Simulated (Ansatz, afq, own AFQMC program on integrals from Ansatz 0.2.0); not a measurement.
BH₃⁺, doublet: AFQMC among the cluster methods

```yaml
atoms:
  - { symbol: B, position_ang: [0.0000, 0.0058, 0.0596] }
  - { symbol: H, position_ang: [0.0000, 0.6438, -0.8779] }
  - { symbol: H, position_ang: [0.0000, 0.0058, 1.2338] }
  - { symbol: H, position_ang: [0.0000, -0.7120, -0.9951] }
```

Basis cc-pVDZ. Only valence electrons are correlated. Integrals, coupled cluster, full CI and functionals: Ansatz 0.2.0; the random walks run on the same integrals in our own AFQMC program. ph-AFQMC/CISD is guided by a CISD state made of CCSD amplitudes; releasing the constraint for a short imaginary time cuts its bias at the price of noise, slowly where states lie close. Free AFQMC starts from the CCSD state and is never constrained. Its projection time is finite, and what remains of the start isn't in its error. Uncertainties: one standard error, sampling alone.

Determinant: UHF, the one that the program's search chose, which needn't be the lowest solution. The geometry is a point of a scan.

Full CI on the same integrals is exact in this basis and with this determinant's frozen core.

* T1 diagnostic: 0.0096
* weight of the determinant in the CISD state: 0.953
* ⟨S²⟩ of the determinant: 0.759
* size of the correlated space: 5 electrons in 28 orbitals

Reference: full CI, correlation energy -2.441 eV. The released energy is read at 1.50 1/Eh (meV from the phaseless value at times in 1/Eh: -3 ± 3 at 0.24, -0.4 ± 2.2 at 0.50, -1.6 ± 1.6 at 1.00, -1.1 ± 1.6 at 1.50).

| level | E − E(reference) (meV) | share of correlation (%) |
| --- | --- | --- |
| HF | 2441.1 | 0.00 |
| MP2 | 605.6 | 75.19 |
| CCSD | 42.3 | 98.27 |
| CCSD(T) | 10.5 | 99.57 |
| CCSDT | 0.6 | 99.98 |
| CCSDT(Q) | 0.1 | 100.00 |
| ph-AFQMC/CISD | 0.9 ± 2.6 | 99.96 |
| released AFQMC | -0.2 ± 1.6 | 100.01 |
| free AFQMC | 1.3 ± 3.7 | 99.95 |

CCSDT and higher add their correlation energy to the determinant of the CCSD(T) run, since their own runs factorise the integrals more tightly (a shift of under 2 meV). Free projections are given only where their last times agree within the noise and don't stop above the reference; a slow remainder of the start can still hide under it. A walk keeps the symmetry of its determinant, which the program's search chose and which needn't be the lowest solution, so a lower state of the same spin and another symmetry isn't excluded. Released energies are given only where the last usable release times agree within the noise; a slower fall can still hide under it.
